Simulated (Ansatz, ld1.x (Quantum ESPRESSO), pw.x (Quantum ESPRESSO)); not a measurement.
**Ta: does the PAW potential hold in the solid?**

ld1.x (Quantum ESPRESSO) 7.5 input, shortened:

```
&input
   title='Ta', zed=73., rel=1, dft='PBESOL', iswitch=3,
   config='[Xe] 4f14 5d3.5 6s1.5 6p0'
 /
 &inputp
   pseudotype=3, lpaw=.true., tm=.true., lloc=-2, rcloc=2.55,
   nlcc=.true., new_core_ps=.true., rcore=1.80,
   which_augfun='BESSEL', rmatch_augfun=1.85
 /
6
6S  1  0   1.50   0.00  2.15  2.85  0.0
6S  1  0   0.00   0.05  2.15  2.85  0.0
6P  2  1   0.00   0.00  3.10  3.90  0.0
6P  2  1   0.00   0.65  3.10  3.90  0.0
5D  3  2   3.50   0.00  2.15  2.55  0.0
5D  3  2   0.00   1.70  2.15  2.55  0.0
 &test
   configts(1)='5d3.5 6s1.5 6p0'
 /
```

Atomic tests: cutoffs needed: 15 Ry and 18 Ry (the cutoffs (Ry, on a coarse ladder) from which the occupation-weighted sum of valence levels, in a spherical-Bessel basis at the reference potential, stays within 10 and 1 mRy of its value at 400 Ry); ghost test: no extra level below or beside the all-electron valence levels (s, p, d, f tested) (spherical-Bessel basis up to 400 Ry, 20 bohr box); largest excitation error: -1183 meV (all-electron minus pseudo) for 5d1 6s0 6p0, out of 7 test configurations.

Crystal test: sc Ta in pw.x 7.5, no spin, 12³ k-points, Fermi–Dirac smearing 0.01 Ry, cutoffs 40/320 Ry. The reference is all-electron LAPW (Ansatz 0.2.0) with the same functional, mesh and smearing; V0 and B0 come from Birch–Murnaghan fits to the pressures at five volumes. Errors are pseudo minus all-electron; Δ is the rms difference of the E(V) curves that follow from these fits, minima aligned, over ±6 % about the mean V0. Mesh and smearing are coarse, so the numbers serve the comparison and aren't converged zero-temperature values; the lattice is a test structure that the element need not adopt.

| V (Å³/atom) | P all-electron (GPa) | P pseudo (GPa) |
| --- | --- | --- |
| 18.657 | 10.78 | 11.63 |
| 19.148 | 5.93 | 6.70 |
| 19.639 | 1.64 | 2.30 |
| 20.130 | -2.16 | -1.62 |
| 20.621 | -5.52 | -5.10 |

All-electron: a0 = 2.707 Å (V0 = 19.84 Å³/atom), B0 = 154.9 GPa.

Pseudopotential: mean pressure error (GPa): +0.65; a0 (Å): 2.711; a0 error (%): +0.13; B0 error (%): +1.5; Δ (meV/atom): 2.6. The largest radius (3.90 bohr) exceeds half the bond length (2.55 bohr), so the spheres overlap, which is one possible source of error among others.

Q: At the middle volume, how do free energy and pressure move when the wave cutoff is lowered (ecutrho held at 320 Ry)?

A:

```json
{"cutoff (Ry)": "18", "shift of F (meV/atom)": "+88.7", "shift of P (GPa)": "+0.78"}
{"cutoff (Ry)": "24", "shift of F (meV/atom)": "+15.2", "shift of P (GPa)": "-0.72"}
{"cutoff (Ry)": "32", "shift of F (meV/atom)": "+2.3", "shift of P (GPa)": "+0.04"}
```

Input at the middle volume:

```
&control
  calculation='scf', prefix='x', pseudo_dir='./', outdir='./tmp', tstress=.true., disk_io='low'
/
&system
  ibrav=0, nat=1, ntyp=1, ecutwfc=40, ecutrho=320, nbnd=9,
  occupations='smearing', smearing='fd', degauss=0.01
/
&electrons
  conv_thr=1e-09, mixing_beta=0.4, electron_maxstep=70
/
ATOMIC_SPECIES
Ta 1.0 Ta.UPF
CELL_PARAMETERS angstrom
  2.69798661 0.00000000 0.00000000
  0.00000000 2.69798661 0.00000000
  0.00000000 0.00000000 2.69798661
ATOMIC_POSITIONS crystal
Ta 0.0000 0.0000 0.0000
K_POINTS automatic
12 12 12 0 0 0
```

```bash
pw.x < Ta.scf.in > Ta.scf.out
```

Lines of the output:

```
Message from routine setup:
     using ibrav=0 with symmetry is DISCOURAGED, use correct ibrav instead
     lattice parameter (alat)  =       5.0985  a.u.
     unit-cell volume          =     132.5305 (a.u.)^3
     number of electrons       =         5.00
     number of Kohn-Sham states=            9
     kinetic-energy cutoff     =      40.0000  Ry
     charge density cutoff     =     320.0000  Ry
     scf convergence threshold =      1.0E-09
     Exchange-correlation= SLA  PW   PSX  PSC
     number of k points=    84  Fermi-Dirac smearing, width (Ry)=  0.0100
     iteration #  1     ecut=    40.00 Ry     beta= 0.40
     total energy              =    -626.79572392 Ry
     estimated scf accuracy    <       0.07624555 Ry
     iteration #  2     ecut=    40.00 Ry     beta= 0.40
     total energy              =    -626.78491398 Ry
     estimated scf accuracy    <       0.01957466 Ry
     iteration #  3     ecut=    40.00 Ry     beta= 0.40
     total energy              =    -626.78750829 Ry
     estimated scf accuracy    <       0.00029387 Ry
     iteration #  4     ecut=    40.00 Ry     beta= 0.40
     total energy              =    -626.78844307 Ry
     estimated scf accuracy    <       0.00017446 Ry
     iteration #  5     ecut=    40.00 Ry     beta= 0.40
     total energy              =    -626.78840107 Ry
     estimated scf accuracy    <       0.00003879 Ry
     iteration #  6     ecut=    40.00 Ry     beta= 0.40
     total energy              =    -626.78840996 Ry
     estimated scf accuracy    <       0.00000461 Ry
     iteration #  7     ecut=    40.00 Ry     beta= 0.40
     total energy              =    -626.78841215 Ry
     estimated scf accuracy    <       0.00000431 Ry
     iteration #  8     ecut=    40.00 Ry     beta= 0.40
     total energy              =    -626.78840611 Ry
     estimated scf accuracy    <       0.00000555 Ry
     iteration #  9     ecut=    40.00 Ry     beta= 0.40
     total energy              =    -626.78923110 Ry
     estimated scf accuracy    <       0.00000417 Ry
     iteration # 10     ecut=    40.00 Ry     beta= 0.40
     total energy              =    -626.78800340 Ry
     estimated scf accuracy    <       0.00117594 Ry
     iteration # 11     ecut=    40.00 Ry     beta= 0.40
     total energy              =    -626.78840791 Ry
     estimated scf accuracy    <       0.00000001 Ry
     iteration # 12     ecut=    40.00 Ry     beta= 0.40
     total energy              =    -626.78840757 Ry
     estimated scf accuracy    <       0.00000028 Ry
     iteration # 13     ecut=    40.00 Ry     beta= 0.40
     total energy              =    -626.78840770 Ry
     estimated scf accuracy    <       0.00000003 Ry
     iteration # 14     ecut=    40.00 Ry     beta= 0.40
     total energy              =    -626.78840771 Ry
     estimated scf accuracy    <          2.5E-09 Ry
     iteration # 15     ecut=    40.00 Ry     beta= 0.40
     total energy              =    -626.78840771 Ry
     estimated scf accuracy    <          1.4E-09 Ry
     iteration # 16     ecut=    40.00 Ry     beta= 0.40
     the Fermi energy is    10.9290 ev
!    total energy              =    -626.78840771 Ry
     estimated scf accuracy    <          6.6E-11 Ry
     smearing contrib. (-TS)   =      -0.00362185 Ry
     The total energy is F=E-TS. E is the sum of the following terms:
     one-electron contribution =       8.41663738 Ry
     hartree contribution      =       0.13113265 Ry
     xc contribution           =     -23.13013344 Ry
     ewald contribution        =     -13.91253353 Ry
     one-center paw contrib.   =    -598.28988893 Ry
     convergence has been achieved in  16 iterations
          total   stress  (Ry/bohr**3)                   (kbar)     P=       22.97
```

The run at the middle volume (84 k-points, 16 iterations) took about 19 s on one core of a shared host (Neoverse-V1, 32 threads, 247 GiB, load 11).
